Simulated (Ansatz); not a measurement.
A single point on C3H5NO (`NC1(O)C=C1`).

```yaml
crystal:
  periodic: [false, false, false]
  atoms:
    - {symbol: N, position_ang: [-0.974815, -0.149750, -0.971771]}
    - {symbol: C, position_ang: [0.058898, -0.248080, 0.020960]}
    - {symbol: O, position_ang: [0.436722, -1.587566, 0.151952]}
    - {symbol: C, position_ang: [0.109150, 0.662155, 1.175896]}
    - {symbol: C, position_ang: [1.082259, 0.766047, 0.314399]}
    - {symbol: H, position_ang: [-1.333232, 0.793687, -1.027192]}
    - {symbol: H, position_ang: [-0.615326, -0.409516, -1.883640]}
    - {symbol: H, position_ang: [-0.373306, -2.102967, 0.069648]}
    - {symbol: H, position_ang: [-0.323632, 0.989848, 2.109160]}
    - {symbol: H, position_ang: [2.016382, 1.234939, 0.043588]}
basis:
  gaussian: {orbitals: def2-QZVPP}
correlation: {method: mp2}
```

```sh
$ ansatz run in.yaml --threads 2 --pin off --events-out ev --progress --plain --max-ram 4352MiB
```

Output, abridged:

```
Functional definition: HF
  name "HF"
  cite "Fock, Z. Phys. 61, 126 (1930) doi:10.1007/BF01340294"
  parent pbe
  exchange = exact_x
  correlation = 0
2641 factors; integrals over basis functions are off by at most 9.7e-4 eV
mean field evaluation 1: about -6684.9466 eV, gradient 4.5e1 eV
mean field evaluation 2: about -6685.1062 eV, gradient 4.5e1 eV
mean field evaluation 4: about -6689.4602 eV, gradient 4.3e0 eV
mean field evaluation 8: about -6689.5175 eV, gradient 2.4e-1 eV
mean field -6689.51774960 eV, -245.8352429799 hartree, gradient 1.2e-6 eV, S^2 0.000000; 0 other end points of the search recorded, 0 dependent functions left out
5 core orbitals not correlated: weight in the atoms' cores, before any rotation towards them, 1.000 or more for the frozen orbitals, at most 0.000 for the correlated occupied ones
reference -6689.51774960 eV, -245.8352429799 hartree; 14, 14 occupied and 416, 416 virtual orbitals, 2641 factors
second order -27.01779482 eV of doubles, -0.00000000 eV of singles
Total energy: -6716.53554442 eV, -246.8281286263 hartree
```

It took 24 s on 2 threads of an AMD EPYC 7B13 on a shared host, with 2.5 GiB of host memory at the peak.
